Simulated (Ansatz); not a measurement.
Ideal-gas functions of `S=C1OC1Cl` at 500 K and 1 bar, from an Ansatz frequency run at PBE0-D4/def2-TZVP.

Molar mass 108.55 g/mol, point group C1 (symmetry number 1), electronic degeneracy 1, moments of inertia 56.077, 297.448, 336.294 u Å². Harmonic wavenumbers (cm⁻¹, unscaled): 146, 354, 404, 556, 662, 795, 916, 1025, 1146, 1288, 1620, 3198.

Use S(trans) = R[1.5 ln M + 2.5 ln T − 1.1517]; rotational temperatures θ = 24.2544 K / I; S(rot) = R[ln(√π/σ · √(T³/θAθBθC)) + 1.5]; for each mode x = 1.438777 ν̃/T, S = R[x/(eˣ − 1) − ln(1 − e⁻ˣ)] and H = RT x/(eˣ − 1); 1 cm⁻¹ = 0.0119627 kJ/mol; R = 8.31446 J/(mol·K).

By hand: the entropy, in J/(mol·K).

Translation 178.1. Rotation: θ = 0.4325, 0.0815, 0.0721 K, giving 119.6. Vibration, mode by mode: 15.59, 8.51, 7.52, 5.24, 4.11, 3.04, 2.31, 1.80, 1.37, 0.98, 0.45, 0.01, in all 50.9. Electronic 0.0. Sum 348.6 J/(mol·K).

By hand: H − E and G − E in kJ/mol, counted from the electronic energy.

Zero-point energy ½ × 12110 × 0.0119627 = 72.4; thermal vibration 14.7; translation, rotation and pV give 4 RT = 16.6. H − E = 103.7 kJ/mol, and G − E = 103.7 − 500 × 348.6/1000 = -70.6 kJ/mol.

Vibration gives 15 % of the entropy, 15.6 J/(mol·K) of it from the mode under 150 cm⁻¹: soft modes count most, and the harmonic formula is weakest for them. The sum counts one conformer and one mirror image; others add a mixing term.
